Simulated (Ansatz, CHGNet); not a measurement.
Elastic constant C44 (GPa) of 23 elemental metals, computed with the machine-learned potential CHGNet-r²SCAN (trained on r²SCAN data) and with PBE in Ansatz (PAW). The set holds measured phases with no doubt noted on the run or the magnetic state but for the caveats below. 5 more of the class have both values but aren't in it, for one of these reasons: built or high-temperature cells, doubts on the run or the magnetic state, unlike cells, values of zero, layered or molecular crystals. Solids without a value at one level (not run, failed, or a magnetic order lost), or held back for tests, aren't counted.

All rows, in order of the shift (worked out from unrounded values):

```json
[
 {"solid": "bcc K", "CHGNet-r²SCAN": "2.49", "PBE": "2.77", "shift (%)": "+11.3"},
 {"solid": "fcc Sr", "CHGNet-r²SCAN": "8.51", "PBE": "9.95", "shift (%)": "+16.9"},
 {"solid": "fcc Cu", "CHGNet-r²SCAN": "59.3", "PBE": "80.6", "shift (%)": "+36"},
 {"solid": "fcc Al", "CHGNet-r²SCAN": "18.2", "PBE": "27.7", "shift (%)": "+52"},
 {"solid": "bcc Na", "CHGNet-r²SCAN": "4.05", "PBE": "6.30", "shift (%)": "+56"},
 {"solid": "fcc Ca", "CHGNet-r²SCAN": "8.93", "PBE": "14.6", "shift (%)": "+63"},
 {"solid": "fcc Ag", "CHGNet-r²SCAN": "23.7", "PBE": "42.2", "shift (%)": "+78"},
 {"solid": "hcp Tl", "CHGNet-r²SCAN": "3.68", "PBE": "7.22", "shift (%)": "+96"},
 {"solid": "fcc Ni", "CHGNet-r²SCAN": "64.4", "PBE": "133", "shift (%)": "+107"},
 {"solid": "bcc Li", "CHGNet-r²SCAN": "5.58", "PBE": "11.6", "shift (%)": "+108"},
 {"solid": "hcp Sc", "CHGNet-r²SCAN": "12.7", "PBE": "29.6", "shift (%)": "+133"},
 {"solid": "hcp Mg", "CHGNet-r²SCAN": "7.48", "PBE": "18.4", "shift (%)": "+146"},
 {"solid": "white tin (β-Sn)", "CHGNet-r²SCAN": "6.96", "PBE": "19.4", "shift (%)": "+178"},
 {"solid": "hcp Zr", "CHGNet-r²SCAN": "8.09", "PBE": "26.6", "shift (%)": "+228"},
 {"solid": "hcp Ti", "CHGNet-r²SCAN": "11.7", "PBE": "44.3", "shift (%)": "+279"},
 {"solid": "hcp Co", "CHGNet-r²SCAN": "24.0", "PBE": "98.3", "shift (%)": "+310"},
 {"solid": "hcp Be", "CHGNet-r²SCAN": "40.5", "PBE": "168", "shift (%)": "+316"},
 {"solid": "α-phase Ga", "CHGNet-r²SCAN": "8.59", "PBE": "35.9", "shift (%)": "+318"},
 {"solid": "hcp Os", "CHGNet-r²SCAN": "50.2", "PBE": "258", "shift (%)": "+413"},
 {"solid": "fcc Ir", "CHGNet-r²SCAN": "48.4", "PBE": "256", "shift (%)": "+429"},
 {"solid": "hcp Y", "CHGNet-r²SCAN": "2.84", "PBE": "25.4", "shift (%)": "+792"},
 {"solid": "hcp Cd", "CHGNet-r²SCAN": "0.92", "PBE": "8.52", "shift (%)": "+821"},
 {"solid": "fcc Pb", "CHGNet-r²SCAN": "1.67", "PBE": "16.6", "shift (%)": "+897"}
]
```

The shift from CHGNet-r²SCAN to PBE has a median of +146 %, and eight in ten lie between +39 % and +720 %; PBE is the larger in 23 of 23. Each level is at its own cell, so the shift holds the change of volume too.

Ansatz's runs of these crystals have no spin polarisation, but for hcp Co, fcc Ni.

Density-functional runs with spin start from parallel moments for hcp Co, parallel moments for fcc Ni.

Spin–orbit coupling is left out, also for the solids with elements from indium on (hcp Os, white tin (β-Sn), hcp Tl, fcc Ir, fcc Pb); its size isn't shown.

Each level is taken at its own relaxed cell. Ansatz's density-functional and Hartree–Fock values are scalar-relativistic unless marked +SOC, with PAW data made under PBE.

Ansatz is a first-principles code.
